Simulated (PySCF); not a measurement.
C3H4FN.
Numbering: `[F:1][CH2:2][C@H:3]1[CH:4]=[N:5]1` (hydrogens: H6, H7 on C2; H8 on C3; H9 on C4)

The closed-shell SCF was solved with PySCF and density fitting under several settings on one GFN2-xTB geometry (grid level 2 and gas phase unless stated).

```tsv
settings	basis functions	SCF cycles	E (Eh)	HOMO (eV)	LUMO (eV)	dipole (D)
PBE0/pcSseg-1	105	13	-270.9031	-8.05	-0.90	0.95
PBE0/def2-SVPD	135	13	-270.7470	-8.15	-1.06	0.92
```

Q: Estimate the row for these settings: revPBE/def2-TZVP, damping 0.2 at the start, DIIS from the seventh cycle, fitting basis def2-universal-jkfit.

A: 
```tsv
settings	basis functions	SCF cycles	E (Eh)	HOMO (eV)	LUMO (eV)	dipole (D)
revPBE/def2-TZVP, damping 0.2 at the start, DIIS from the seventh cycle, fitting basis def2-universal-jkfit	179	20	-271.2596	-6.61	-2.03	0.95
```

Q: Over all rows, what range does the HOMO–LUMO gap span?

A: From 4.58 eV (revPBE/def2-TZVP, damping 0.2 at the start, DIIS from the seventh cycle, fitting basis def2-universal-jkfit) to 7.15 eV (PBE0/pcSseg-1). The functional of the narrowest has no exact exchange, that of the widest 25 % exact exchange.

Q: Compare two rows with the functional PBE0: PBE0/pcSseg-1 and PBE0/def2-SVPD. Which energy is lower, and by how much?

A: PBE0/pcSseg-1 (105 functions) lies 0.1561 Eh or 98 kcal/mol below PBE0/def2-SVPD (135 functions). The smaller set gives the lower energy; the two sets aren't nested, so the variational bound doesn't order them by size.

Whole jobs, the steps after the SCF included, on an Intel Xeon at 2.70 GHz with one thread, no GPU, shared host:

```json
{"settings": "PBE0/pcSseg-1", "work after the SCF": "shieldings, ring-centre shieldings, charges and field gradients", "wall time": "11 s", "peak memory": "0.49 GiB"}
{"settings": "PBE0/def2-SVPD", "work after the SCF": "6 singlets by full TDDFT, 2 Tamm–Dancoff triplets, polarisability", "wall time": "14 s", "peak memory": "0.57 GiB"}
{"settings": "revPBE/def2-TZVP, damping 0.2 at the start, DIIS from the seventh cycle, fitting basis def2-universal-jkfit", "work after the SCF": "shieldings, ring-centre shieldings, charges and field gradients", "wall time": "44 s", "peak memory": "0.53 GiB"}
```

Cycle counts include a coarse-grid stage where the run had one.

Conformer computed: `[F:1][CH2:2][C@H:3]1[CH:4]=[N:5]1`: F1–C2–C3–C4 81°.

One conformer stands for the species.
